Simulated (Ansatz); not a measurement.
System: rutile CrO2. Method: PBE0 in Ansatz (plane waves, PAW).

Input file:

Ansatz 0.2 input:
```yaml
crystal:
  lattice:
    - [4.4043234357, 0.0, 0.0]
    - [0.0, 4.4043234357, 0.0]
    - [0.0, 0.0, 2.911655204]
  atoms:
    - { symbol: Cr, position: [0.0, 0.0, 0.0], spin: 2 }
    - { symbol: Cr, position: [0.5, 0.5, 0.5], spin: 2 }
    - { symbol: O, position: [0.3027625716, 0.3027625716, 0.0] }
    - { symbol: O, position: [0.6972374284, 0.6972374284, 0.0] }
    - { symbol: O, position: [0.1972374284, 0.8027625716, 0.5] }
    - { symbol: O, position: [0.8027625716, 0.1972374284, 0.5] }
kpoints:
  mp_grid: { grid: [6, 6, 8] }
hamiltonian:
  xc: pbe0
  pseudopotentials: { kind: paw }
  dispersion: none
scf:
  occupations: { method: fermi_dirac, width: 0.05 }
  lower_state_search: "off"
output:
  forces: true
  stress: true
  eigenvalues: true
magnetization:
  spin_polarized: true
basis:
  ecutwfc: 500
  ecutrho_ratio: 4
  xc_grid: 2
```

From the output:

```
WARN output.stress: scf.convergence.dr2_threshold = 1e-7 eV (the SCF's general default) is looser than the 6e-10 eV advised for a printed stress (1e-10 eV for …
WARN output.stress: scf.exx.energy_threshold = 1e-6 eV is looser than the 6e-8 eV advised for a stress under a hybrid functional (1e-8 eV for each atom of the …
Crystal: 6 atoms, lattice volume = 56.480 Å³
Basis set: ecut = 500 eV, 1431 PW (Γ), exchange–correlation on 72×72×48 points (8 copies of the dense FFT grid, shifted against one another)
Bands: 34, of which v1, the nominal top of the filled ones, is band 26 counted from 1 (25 counted from 0)
Symmetry: 16 space group operations
Space group: P42/mnm (ITA 136), of the structure as read, at distance tolerance 3.8e-5 Å
k-points: 50 of 288
Initial density: superposition of atomic densities (chi_scale 0.1, normalization cell, long waves kept (reshape's long-wave potential 0.00 eV rms))
Functional: x = pbe(κ = 0.804, μ = 0.2195149727645171), c = pbe(β = 0.06672455060314922), warm-up for x = 0.75 pbe(κ = 0.804, μ = 0.2195149727645171) + 0.25 exact, c = pbe(β = 0.06672455060314922)
spin=Collinear: Kerker preconditioning applied to the charge; magnetization (m = ρ↑ − ρ↓) channel mixes plain (no charge-response kernel on spin).
SCF 1 converged in 14 iterations: F = -9026.814215 eV  dr2 = 1.48e-10
Crystal: 6 atoms, lattice volume = 56.480 Å³
Initial density: handed on by an earlier stage of this run
Functional: x = 0.75 pbe(κ = 0.804, μ = 0.2195149727645171) + 0.25 exact, c = pbe(β = 0.06672455060314922)
  ...
SCF 12 converged in 8 iterations: F = -9024.137209 eV  dr2 = 2.17e-12
Crystal: 6 atoms, lattice volume = 56.480 Å³
SCF 13 converged in 7 iterations: F = -9024.139201 eV  dr2 = 2.39e-13
Crystal: 6 atoms, lattice volume = 56.480 Å³
spin=Collinear: Kerker preconditioning applied to the charge; magnetization (m = ρ↑ − ρ↓) channel mixes plain (no charge-response kernel on spin).
SCF 14 converged in 7 iterations: F = -9024.140345 eV  dr2 = 4.67e-11
Crystal: 6 atoms, lattice volume = 56.480 Å³
SCF 15 converged in 7 iterations: F = -9024.142263 eV  dr2 = 4.81e-12
Crystal: 6 atoms, lattice volume = 56.480 Å³
Crystal: 6 atoms, lattice volume = 56.480 Å³
SCF 17 converged in 20 iterations: F = -9024.144110 eV  dr2 = 2.81e-12
Crystal: 6 atoms, lattice volume = 56.480 Å³
SCF 18 converged in 3 iterations: F = -9024.144110 eV  dr2 = 2.34e-11
Magnetization: 4.0000 μB (28.0000 up, 24.0000 down)
Free energy (F): -9024.144110 eV
Internal energy: -9024.143673 eV  (E = F + TS)
E sigma→0 (E₀):  -9024.143892 eV
Fermi energy:    9.959597 eV
--- Forces (eV/Å), atoms counted from 1 ---
  atom   1  Cr     0.00000000    -0.00000000     0.00000000
  atom   2  Cr     0.00000000     0.00000000     0.00000000
  atom   3  O     -0.30150696    -0.30150696     0.00000000
  atom   4  O      0.30150696     0.30150696     0.00000000
  atom   5  O      0.30150696    -0.30150696     0.00000000
  atom   6  O     -0.30150696     0.30150696     0.00000000
--- Stress (GPa, compression-positive) ---
       -4.136406       0.000000       0.000000
        0.000000      -4.136406       0.000000
        0.000000       0.000000      -0.569041
  P = ⅓ Tr σ = -2.9473 GPa (-29.473 kbar)
```

The PAW data were made under PBE.

Note: exact exchange on metals is sensitive to the k mesh and can open a false gap. Note: the run warned that the count of filled bands differs between k points. Note: cell and atoms aren't relaxed at this level (largest force component 0.30 eV/Å, pressure -2.9 GPa).

It cost very roughly 11 core-minutes of CPU time.

Ansatz is a first-principles code.
